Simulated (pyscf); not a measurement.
Thermochemistry of product channels of O=Ta(=O)–Cl + H atom (H•) on the doublet surface, in kJ/mol, from ωB97M-D3(BJ)/def2-TZVP energies (ideal gas, 1 atm, RRHO with modes under 100 cm⁻¹ raised to 100, one conformer, R ln 2 for chiral ones without a mode under 150 cm⁻¹). Structures and frequencies: ωB97X-D3(BJ)/def2-SVP in PySCF.

| products | ΔE | ΔH(298 K) | ΔG(600 K) | ΔG(900 K) |
|---|---|---|---|---|
| [O=Ta(OH)–Cl]• | [?] | -324.3 | -268.3 | -239.3 |
| [O=Ta=O]• + hydrogen chloride (HCl) | [?] | +13.1 | -4.0 | -9.3 |

### Question
Fill in the missing entries.

### Answer

- [O=Ta(OH)–Cl]•, ΔE: -346.9
- [O=Ta=O]• + hydrogen chloride (HCl), ΔE: +0.8

These are energies of the channels, which say nothing of barriers. Open-shell species with a d-block atom are single-reference here; other states, and whether the spin sits on metal or ligand, were not checked. Elements past Kr carry the def2 core potentials, without spin-orbit coupling.
